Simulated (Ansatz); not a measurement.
A made-up structure of SiH₃O, doublet:

O1  (-1.269, 0.148, 0.576)
Si2  (0.019, -0.042, -0.027)
H3  (-0.296, -0.150, -1.493)
H4  (0.601, -1.188, 0.752)
H5  (0.945, 1.232, 0.192)
(Å)

It is relaxed with PBE-D4/def2-SVP and then PBE0-D4/def2-TZVP (Ansatz 0.2.0). Atoms count as bonded within 1.22 times the sum of their covalent radii (H–H: 0.88 Å). The end point is not checked to be a true minimum.

Question: Does its bonding change? (A judgement: the text doesn't fix the answer.)

Answer: The calculation gives: No: no bond forms or breaks.

Where it ends: The first stage lowers the energy by 1.46 eV in 12 steps. It ends as SiH₃O ([O][SiH3]):
```
5
angstrom
O -1.4156 0.1813 0.7407
Si 0.0349 0.0280 -0.0460
H -0.1322 -0.2276 -1.4997
H 0.5890 -1.1799 0.6353
H 0.9239 1.1983 0.1696
```

Labels in which every atom is bracketed show which atoms are joined, not bond orders.

For scale, one of the runs: PBE0-D4/def2-TZVP relaxation, 86 basis functions, launched by `ansatz run in.yaml --threads 2 --pin off --events-out ev --progress --plain --max-ram 4352MiB`. The run took about 16 s on 2 CPU threads of an Arm Neoverse V2 (shared host).
